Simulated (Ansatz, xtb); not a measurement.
## Two isomers of C5H7N

We compare a, `C[C@@H]1C[C@@H]1C#N`, a singlet, with b, `CC1(C#N)CC1`, a singlet. Both are isolated molecules in the gas phase, relaxed with r2SCAN-D4/def2-SVP.

a (Å):

```xyz
13

C    -1.0835    1.4802   -0.2007
C    -1.6147    0.3054    0.5782
C    -2.1360    0.4740    1.9690
C    -0.8272   -0.2696    1.7520
C     0.4107    0.3424    2.1464
N     1.4141    0.8480    2.4541
H    -0.5713    2.1976    0.4583
H    -1.9049    2.0092   -0.7093
H    -0.3612    1.1557   -0.9662
H    -2.1078   -0.4668   -0.0240
H    -2.9889   -0.1234    2.3018
H    -2.0629    1.4682    2.4200
H    -0.8427   -1.3578    1.8781
```

b (Å):

```yaml
atoms:
  - { symbol: C, position_ang: [-1.7143, 0.0992, 2.3570] }
  - { symbol: C, position_ang: [-0.9189, 0.4142, 1.1034] }
  - { symbol: C, position_ang: [0.2356, -0.4272, 0.8891] }
  - { symbol: C, position_ang: [-1.6501, 0.8976, -0.1388] }
  - { symbol: C, position_ang: [-0.8061, 1.8572, 0.6381] }
  - { symbol: N, position_ang: [1.1631, -1.1135, 0.7296] }
  - { symbol: H, position_ang: [-2.5705, 0.7857, 2.4384] }
  - { symbol: H, position_ang: [-1.0926, 0.2141, 3.2582] }
  - { symbol: H, position_ang: [-2.0996, -0.9317, 2.3313] }
  - { symbol: H, position_ang: [-2.7387, 0.9666, -0.0543] }
  - { symbol: H, position_ang: [-1.2832, 0.5546, -1.1096] }
  - { symbol: H, position_ang: [0.1444, 2.1784, 0.2047] }
  - { symbol: H, position_ang: [-1.3010, 2.6012, 1.2694] }
```

Which of the two would you expect CCSD(T)/def2-SVP + ΔMP2/def2-TZVPP electronic energies to favour?

CCSD(T)/def2-SVP + ΔMP2/def2-TZVPP gives E(b) − E(a) = −0.27 kcal/mol, slightly favouring structure b, which is too small a margin to settle the true order.

Level by level:

```json
{"level": "GFN2-xTB", "geometry": "GFN2-xTB", "E(b) − E(a) (kcal/mol)": "+0.20", "departure from the last row (kcal/mol)": "+0.47", "job, with rough time for the two": "optimisation, 0.096 s"}
{"level": "HF/STO-3G", "geometry": "GFN2-xTB", "E(b) − E(a) (kcal/mol)": "+0.16", "departure from the last row (kcal/mol)": "+0.44", "job, with rough time for the two": "single point, 0.32 s"}
{"level": "r2SCAN-D4/def2-SVP//GFN2-xTB", "geometry": "GFN2-xTB", "E(b) − E(a) (kcal/mol)": "+0.47", "departure from the last row (kcal/mol)": "+0.75", "job, with rough time for the two": "single point, 4.6 s"}
{"level": "r2SCAN-D4/def2-SVP", "geometry": "r2SCAN-D4/def2-SVP", "E(b) − E(a) (kcal/mol)": "+0.52", "departure from the last row (kcal/mol)": "+0.79", "job, with rough time for the two": "optimisation, 33 s"}
{"level": "HF/def2-SVP", "geometry": "r2SCAN-D4/def2-SVP", "E(b) − E(a) (kcal/mol)": "+0.02", "departure from the last row (kcal/mol)": "+0.29", "job, with rough time for the two": "part of the CCSD(T) run"}
{"level": "MP2/def2-SVP", "geometry": "r2SCAN-D4/def2-SVP", "E(b) − E(a) (kcal/mol)": "−0.73", "departure from the last row (kcal/mol)": "−0.46", "job, with rough time for the two": "part of the CCSD(T) run"}
{"level": "CCSD(T)/def2-SVP", "geometry": "r2SCAN-D4/def2-SVP", "E(b) − E(a) (kcal/mol)": "−0.66", "departure from the last row (kcal/mol)": "−0.38", "job, with rough time for the two": "single point"}
{"level": "CCSD(T)/def2-SVP + ΔMP2/def2-TZVPP", "geometry": "r2SCAN-D4/def2-SVP", "E(b) − E(a) (kcal/mol)": "−0.27", "departure from the last row (kcal/mol)": "", "job, with rough time for the two": "single point, 50 s"}
```

As drawn, both hold the same kinds of bond in the same numbers.

The largest departure from CCSD(T)/def2-SVP + ΔMP2/def2-TZVPP is that of r2SCAN-D4/def2-SVP, 0.79 kcal/mol. The last row adds to CCSD(T) the change of the MP2 difference between the two basis sets, here +0.38 kcal/mol.

With thermal terms from frequencies at re-optimised GFN2-xTB minima (ideal gas, soft modes damped towards free rotors, one conformer each, 298.15 K, 1 atm): the zero-point term adds −0.12 kcal/mol; ΔH is −0.33 and ΔG −0.39 kcal/mol.

The correlated steps freeze 6 core orbitals. Mirror images aren't counted in ΔG. Run with Ansatz 0.2.0, xtb 6.7.1; the last row on 2 threads of Arm Neoverse V2 on a shared host.
